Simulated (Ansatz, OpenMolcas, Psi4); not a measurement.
## Exact exchange and the HOMO–LUMO gap of CH8Si2

CH8Si2: 11 atoms, total charge 0, spin state singlet. SMILES: `[SiH3]C[SiH3]`. Geometry: relaxed at PBE0-D4/def2-TZVP.

The HOMO–LUMO gap y, in eV, basis def2-SVP; a is the functional's share of exact exchange. Programs: Ansatz 0.2.0, OpenMolcas 26.06, Psi4 1.11.

| functional | program | a | y (eV) |
| --- | --- | --- | --- |
| BLYP | Ansatz | 0 | 7.41 |
| TPSS | OpenMolcas | 0 | 7.85 |
| TPSSh | Psi4 | 0.1 | 8.66 |
| B3LYP | Ansatz | 0.2 | 9.09 |
| r2SCAN0 | Ansatz | 0.25 | 9.95 |
| PBE0 | Ansatz | 0.25 | ? |
| BHLYP | Ansatz | 0.5 | 11.57 |

Q: Fit y = c + s·a to the known rows and predict PBE0.

A: 
1. Means of the 6 rows: a = 0.1750, y = 9.088.
2. Σ(Δa)² = 0.17875, Σ(Δa·Δy) = 1.4138, so the slope is 1.4138/0.17875 = 7.9094.
3. Intercept: 9.088 − (7.9094) × 0.1750 = 7.704. The largest residual of the fit is 0.29.
4. PBE0: 7.704 + (7.9094) × 0.25 = 9.68 eV.

The run gave 9.53 eV, so the prediction is off by +0.15 eV, within the largest residual. Exact exchange lowers occupied levels and raises empty ones. The rows mix families of semi-local functionals, which the line can't see.
